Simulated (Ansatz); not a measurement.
```yaml
crystal:
  periodic: [false, false, false]
  atoms:
    - {symbol: Al, position_ang: [-1.971245, -0.144990, -0.001777]}
    - {symbol: B, position_ang: [-0.462853, 1.173300, 0.009669]}
    - {symbol: Ge, position_ang: [0.801089, -0.120767, -0.000779]}
basis:
  gaussian: {orbitals: def2-TZVP}
hamiltonian: {xc: pbe0}
relax: {f_tol: 0.004, max_steps: 80}
```

```sh
$ ansatz run in.yaml --threads 1 --pin off --events-out ev --progress --plain --max-ram 2176MiB
```

Steps of the relaxation (energy above the last step; positions in Å, forces in eV/Å):

```
3
step 1, 275.2 meV
Al   -1.971   -0.145   -0.002    0.904    0.086    0.001
B    -0.463    1.173    0.010   -1.538    1.405    0.011
Ge    0.801   -0.121   -0.001    0.635   -1.490   -0.012
```

```
3
step 2, 61.0 meV
Al   -1.843   -0.180   -0.002    0.315    0.191    0.002
B    -0.476    1.269    0.010   -0.961    0.784    0.006
Ge    0.686   -0.182   -0.001    0.646   -0.975   -0.008
```

```
3
step 3, 4.0 meV
Al   -1.808   -0.177   -0.002    0.163    0.194    0.002
B    -0.515    1.316    0.011   -0.071   -0.318   -0.003
Ge    0.690   -0.231   -0.002   -0.092    0.124    0.001
```

```
3
step 6, 0.0 meV
Al   -1.805   -0.168   -0.002    0.000    0.000    0.000
B    -0.519    1.301    0.011    0.000    0.000    0.000
Ge    0.692   -0.226   -0.002    0.000    0.000    0.000
```

Close pairs at the end: B2–Ge3 1.949 Å, Al1–B2 1.953 Å, Al1–Ge3 2.498 Å.

A stationary point of restricted PBE0 after 6 steps (its stability towards spin polarisation wasn't tested); no frequencies were run, so it isn't proven a minimum. 48 s on 1 thread of Arm Neoverse N1, shared host.
